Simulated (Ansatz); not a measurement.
A nudged elastic band was laid between two geometries of CH$_{7}$BO (10 atoms, charge 0, multiplicity 1).

Theory: Ansatz, RKS LDA/def2-SVP.

```
movable images  : 5
climbing image  : yes
spring          : 2.0 to 10.0 eV/Å², energy-weighted
optimiser       : quadratic models (default)
start path      : through a guess of the saddle point
force threshold : 0.05 eV/Å
iteration limit : 60
end points      : relaxed
```

First end point:

```xyz
10
Properties=species:S:1:pos:R:3
B -0.123 -0.067 0.170
H -0.350 0.307 1.331
H 0.954 0.338 -0.269
C -1.359 0.031 -0.817
H -2.287 -0.460 -0.434
H -1.631 1.102 -0.948
H -1.155 -0.369 -1.835
O 0.142 -1.682 0.331
H -0.735 -2.076 0.535
H 0.704 -1.811 1.124
```

Last end point:

```xyz
10
Properties=species:S:1:pos:R:3
B 0.127 -0.448 -0.788
H -0.610 -0.804 2.858
H 1.079 0.073 -1.355
C -1.334 0.044 -1.004
H -2.111 -0.513 -0.435
H -1.406 1.123 -0.733
H -1.590 0.004 -2.087
O 0.459 -1.471 0.031
H -0.323 -1.870 0.464
H -0.130 -0.823 2.238
```

Task: Which bonds break or form, and what moves?

Result: Bonds broken: B1–H2, O8–H10. Bonds formed: H2–H10. CH7BO becomes CH5BO + H2.

Task: What energy profile does the band end with?

Result: The forces met the threshold. The highest image is number 3 of 0 to 6, 12.1 kcal/mol above the first end and 26.2 kcal/mol above the last; the last end lies 14.1 kcal/mol below the first. Another band between the same ends (5 images) ends at a top of the same energy, where a vibrational analysis finds 1 clearly imaginary mode. The orbitals stay closed-shell, which can raise the energy where a bond breaks towards radicals; this wasn't checked here.

```
image  path coordinate (Å)  energy (kcal/mol)  B1–H2 (Å)  O8–H10 (Å)  H2–H10 (Å)
    0                 0.00                0.0       1.24        0.98        2.37
    1                 0.89                1.9       1.25        0.98        1.82
    2                 1.31                7.3       1.29        1.06        1.34
    3                 1.59               12.1       1.37        1.28        1.05
    4                 1.98                2.4       1.62        1.68        0.84
    5                 3.06              -13.1       2.64        2.39        0.78
    6                 5.00              -14.1       3.74        2.38        0.78
```

Task: What is the geometry of the highest image?

Result: 
```xyz
10
Properties=species:S:1:pos:R:3
B -0.004 -0.289 0.019
H -0.134 0.054 1.340
H 1.033 0.263 -0.315
C -1.352 0.020 -0.727
H -2.242 -0.490 -0.293
H -1.574 1.109 -0.746
H -1.265 -0.299 -1.791
O 0.256 -1.803 0.300
H -0.588 -2.276 0.152
H 0.029 -0.976 1.250
```

Run time: 77 s on 1 thread of Arm Neoverse V1, with other jobs on the host, peak memory 0.13 GiB.
